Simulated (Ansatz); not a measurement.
`N[Si]S` + H₂ → `N[SiH]` + H₂S at 700 K and 1 bar (hydrogenolysis of the Si–S bond).

Isolated molecules relaxed with PBE0-D4/def2-TZVP in Ansatz; ΔE leaves out vibrations. CCSD(T)/CBS is frozen-core, at the limit of the def2 triple- and quadruple-zeta sets. One conformer a species, not always the lowest.

```tsv
species	CCSD(T)/CBS energy (Eh)	H − E (kJ/mol)	S (J/(mol·K))
`N[Si]S`	-743.38878	145.5	363.8
H₂	-1.17463	46.8	155.3
`N[SiH]`	-345.55824	124.5	297.7
H₂S	-398.97119	64.8	236.9
```

H − E and S are ideal-gas, rigid-rotor, harmonic terms from PBE0-D4/def2-TZVP, for one conformer and one mirror image of each species. 1 Eh = 2625.50 kJ/mol, R = 8.31446 J/(mol·K).

Problem. By hand: ΔE, ΔH, ΔS and ΔG.

Solution. ΔE = (-345.55824) + (-398.97119) − (-743.38878) − (-1.17463) = 0.03398 Eh = 89.2 kJ/mol. Δ(H − E) = 124.5 + 64.8 − 145.5 − 46.8 = -3.0, so ΔH = 86.2 kJ/mol. ΔS = 297.7 + 236.9 − 363.8 − 155.3 = 15.5 J/(mol·K). ΔG = 86.2 − 700 × (15.5)/1000 = 75.4 kJ/mol.

Problem. By hand: the equilibrium constant, and the temperature at which ΔG would vanish if ΔH and ΔS stayed fixed.

Solution. log₁₀ K = −ΔG/(RT ln 10) = -5.6. ΔG = 0 at ΔH/ΔS = 5561 K, far beyond where these terms or the molecules hold.

ΔH outweighs TΔS. A doubt of 5 kJ/mol in ΔE shifts log₁₀ K by 0.4 here. Other conformers and mirror images would add mixing entropy, several J/(mol·K) or more a flexible species. These are equilibria of isolated gas molecules and say nothing of rates. Largest T1 diagnostic: 0.015 (customary marks: 0.02 for closed shells, 0.045 for open ones).
